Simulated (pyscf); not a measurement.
## Substitution at O: `[H]` [doublet] + `[OH][OH]` → `[OH2]` + `[OH]` [doublet]

Gas phase, doublet surface, charge 0. Bonds broken: O3–O4. Bonds formed: H1–O3. Structures and frequencies: ωB97X-D3(BJ)/def2-SVP in PySCF. Correlated levels are frozen-core, on RHF or UHF. ΔMP2 is the change of the MP2 total energy from the triple- to the quadruple-zeta basis.

Transition state (Å):

```xyz
5

H      2.1070     0.5965    -0.4385
H      0.3449     0.6343     0.2845
O      0.8952    -0.1501     0.1315
O     -0.1678    -1.2289     0.3508
H      0.3419    -1.7976     0.9477
```

One imaginary mode, 1394i cm⁻¹; descent along it reached the two sides named, in the forms told below.

```csv
bond,change,reactant side (Å),saddle,product side
O3–O4,breaks,1.423,1.530,2.8
H1–O3,forms,3.1,1.533,0.965
```

Electronic energies relative to the separated reactants (kJ/mol):

| level | barrier | reaction energy | reverse barrier |
|---|---|---|---|
| ωB97X-D3(BJ)/def2-TZVP | 36.1 | -283.2 | 319.3 |
| PBE/def2-TZVP | -2.0 | -251.0 | 249.0 |
| r²SCAN/def2-TZVP | -4.5 | -286.0 | 281.5 |
| B3LYP-D3(BJ)/def2-TZVP | 5.1 | -291.1 | 296.2 |
| PBE0-D3(BJ)/def2-TZVP | 19.3 | -280.1 | 299.4 |
| M06-2X/def2-TZVP | 37.9 | -285.2 | 323.0 |
| ωB97M-D3(BJ)/def2-TZVP | 31.2 | -287.0 | 318.2 |
| HF/def2-TZVP | 60.6 | -362.5 | 423.1 |
| MP2/def2-QZVPP | 88.1 | -283.7 | 371.8 |
| CCSD/def2-TZVPP | 34.8 | -312.9 | 347.7 |
| CCSD(T)/def2-TZVPP | 28.9 | -299.5 | 328.3 |
| CCSD(T)/def2-TZVPP + ΔMP2(QZVPP) | 29.5 | -301.0 | 330.5 |

With CCSD(T)/def2-TZVPP + ΔMP2(QZVPP) energies and thermal terms (ideal gas, 1 atm, RRHO with modes under 100 cm⁻¹ raised to 100, one conformer, R ln 2 for rigid chiral ones), in kJ/mol:

| T (K) | ΔH‡ | ΔG‡ | ΔH | ΔG |
|---|---|---|---|---|
| 298 | 27.0 | 51.9 | -291.6 | -297.3 |
| 600 | 25.8 | 77.5 | -293.1 | -302.7 |
| 900 | 24.8 | 103.6 | -296.4 | -306.9 |
| 1200 | 23.8 | 130.0 | -300.1 | -309.8 |

On the product side the descent ends in a complex, 27.7 kJ/mol under the separated species and 347.1 kJ/mol under the saddle at ωB97X-D3(BJ)/def2-TZVP. At PBE, r²SCAN this geometry lies under the reactants; that is no barrier but a single point on another level's saddle; such a level's own saddle, if it has one, lies nearer that side and is low. One saddle was located; it need not be the lowest between these sides. The angle at the attacked O is 161°. The CCSD(T) − MP2 part came from Ansatz, without density fitting, on the same reference. A UHF reference is spin-contaminated (<S²> up to 0.97), which harms MP2 most. Left out: orbital degeneracy and the spin-orbit lowering of OH.
